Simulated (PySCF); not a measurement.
## Gas-phase XPS of `C=NC(=C)F`, computed

Species: C3H4FN.
Atom-mapped SMILES: `[CH2:1]=[N:2][C:3](=[CH2:4])[F:5]`

The calculation used delta-SCF UKS SCAN, pcX-2 on the ionised atom, pcseg-1 elsewhere, spin-free X2C in PySCF 2.14.0. Binding energies are ΔSCF values: E(core-ionised, relaxed orbitals) − E(ground state) at a fixed geometry, referred to the vacuum level.

Task: What binding energy does each computed site have?

Result: 
```tsv
atom(s)	environment	level	binding energy (eV)	above the level's lowest (eV)	count
C1	imine carbon	C 1s	291.72	+1.32	1
N2	imine nitrogen	N 1s	405.67	0.00	1
C3	vinylic C–F carbon	C 1s	293.78	+3.38	1
C4	terminal =CH2 carbon	C 1s	290.40	0.00	1
F5	vinyl fluorine	F 1s	693.15	0.00	1
```

The listed C 1s values span 3.38 eV, from C4 (bonded to C (double bond) and 2 H) to C3 (bonded to F, N and C (double bond)). The widest gap between neighbouring values is 2.06 eV, between 291.72 and 293.78 eV. Summing the Pauling electronegativity differences to the bonded atoms, each weighted by its formal bond order, gives -0.70 for the lowest site and +1.92 for the highest; no listed site has a larger sum than the highest.

Task: Give the binding energy of C 1s of C3 in hartree and in kJ/mol.

Result: 293.78 eV = 10.7962 Eh = 28345 kJ/mol.

Task: What is the longest wavelength that can ionise C 1s of C3 vertically?

Result: λ = hc/E = 12398.42 eV Å / 293.78 eV = 42.203 Å.

Spin contamination (⟨S²⟩ against 0.75 for a pure doublet) is marked for C 1s of C1 (0.92), N 1s of N2 (atom 2) (0.91) and C 1s of C3 (0.87), which makes these values less certain. One conformer (not necessarily the lowest) at the PBE0-D3(BJ)/def2-SVP geometry, without solvent, vibrations or thermal averaging.

Conformer computed: `[CH2:1]=[N:2][C:3](=[CH2:4])[F:5]`: C1–N2–C3–C4 179°.
